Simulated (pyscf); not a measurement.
Routes from Cl–GeH₂–Cl + H₂

Candidate steps break at most two bonds and form at most two. Each was searched with GFN2-xTB (tblite) first. Optimised with ωB97X-D3(BJ)/def2-SVP in PySCF. Energies: ωB97M-D3(BJ)/def2-TZVP, kcal/mol, from the separated reactants, singlet surface; ΔG‡ with ideal gas, 1 atm, RRHO with modes under 100 cm⁻¹ raised to 100, one conformer, R ln 2 for chiral ones without a mode under 150 cm⁻¹.

```json
[
 {"products": "Cl–GeH₃ + HCl", "type": "four-centre exchange", "ΔE‡": "48.8", "ΔE": "+12.4", "ΔG‡ 298 K": "57.4", "ΔG‡ 900 K": "74.3", "ν‡ (cm⁻¹)": "940i"},
 {"products": "Cl–GeH₂–Cl + H₂", "type": "four-centre exchange", "ΔE‡": "77.1", "ΔE": "0.0", "ΔG‡ 298 K": "84.7", "ΔG‡ 900 K": "101.2", "ν‡ (cm⁻¹)": "2028i"}
]
```

Plain bond fissions and candidates not yet searched are not listed, and one of them may be faster. Each barrier is that of the saddle found; lower ones may exist. Elements up to Kr have no core potential and no relativistic terms here.
